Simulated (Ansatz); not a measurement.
Geometry optimisation, RKS BHLYP-D4/def2-SVP (Ansatz).

input.yaml

```yaml
crystal:
  periodic: [false, false, false]
  atoms:
    - { symbol: "N", position_ang: [-0.42197, 0.50077, -1.15552] }
    - { symbol: C, position_ang: [0.19518, 0.5581, -0.0405] }
    - { symbol: C, position_ang: [0.89855, 1.77086, 0.39478] }
    - { symbol: F, position_ang: [0.7836, 2.75177, -0.53393] }
    - { symbol: H, position_ang: [-0.46618, 1.28088, -1.80751] }
    - { symbol: H, position_ang: [-0.90048, -0.36338, -1.42814] }
    - { symbol: H, position_ang: [0.21738, -0.302, 0.6247] }
    - { symbol: H, position_ang: [1.9703, 1.5662, 0.55671] }
    - { symbol: H, position_ang: [0.4893, 2.14219, 1.34936] }
total_charge: 1
basis:
  gaussian: { orbitals: def2-SVP }
hamiltonian:
  xc: { name: BHLYP }
  dispersion: d4
relax:
  f_tol: 0.015
  max_steps: 40
```

Command:

```bash
$ ansatz run input.yaml --threads 1 --pin off --max-ram 2048MiB --backend cpu --events-out ev --progress --plain --runs-dir out
```

Q: Where does it end, and by what steps?

A: The forces met the threshold. Limits of this set-up: the dipole of an ion depends on the origin. After 4 steps the energy has fallen by 0.045 eV; H5 moved furthest, 0.08 Å.

| step | energy less start (eV) | largest force component (eV/Å) | accepted |
| --- | --- | --- | --- |
| 0 | 0.0000 | 1.134 | yes |
| 1 | -0.0347 | 0.517 | yes |
| 2 | -0.0440 | 0.056 | yes |
| 3 | -0.0446 | 0.048 | yes |
| 4 | -0.0448 | 0.011 | yes |

```xyz
9
Properties=species:S:1:pos:R:3
N -0.413 0.495 -1.136
C 0.202 0.553 -0.026
C 0.900 1.790 0.382
F 0.749 2.721 -0.577
H -0.423 1.311 -1.747
H -0.902 -0.339 -1.446
H 0.212 -0.320 0.626
H 1.961 1.560 0.547
H 0.480 2.134 1.337
```

The run took 27 s on 1 thread of Arm Neoverse N1 (shared host), peak memory 0.15 GiB.
